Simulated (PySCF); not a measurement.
Molecule: SMILES C[C@@H]1NC[C@@H]1F, C$_{4}$H$_{8}$FN.

Atom-mapped SMILES (the numbers label the heavy atoms): `[CH3:1][C@@H:2]1[NH:3][CH2:4][C@@H:5]1[F:6]`; H(Xn) means a hydrogen on atom n. Ha(C4) is cis to C1 on the ring; Hb(C4) is trans to C1 on the ring.

Geometry PBE0-D3(BJ)/def2-SVP throughout; GIAO in PySCF 2.14.0 with density-fitted response routines, gas phase, one conformer, non-relativistic; equivalent atoms averaged; functional PBE0.

For orientation, def2-SVP gives these shifts δ (against TMS, CFCl3 at the same level): C2 57.0, C4 50.5, F6 -187.5, H(C5) 4.64, H(C2) 3.45, Hb(C4) 3.26, Ha(C4) 3.35, H(C1) 1.03, H(N3) -0.55 ppm.

A run gave: C2 63.4, C4 55.3, F6 -210.1, H(C5) 5.09, H(C2) 3.82, Hb(C4) 3.58, Ha(C4) 3.76, H(C1) 1.24, H(N3) -0.20 ppm (shifts δ (against TMS, CFCl3 at the same level)).

Task: Which basis set was used in that run?
A. def2-TZVP
B. 6-31G
C. STO-3G
D. 6-31G*

Result: A. C2 tells them apart best: def2-TZVP gives 63.4, 6-31G* gives 58.0, 6-31G gives 59.8, STO-3G gives 54.8 ppm.
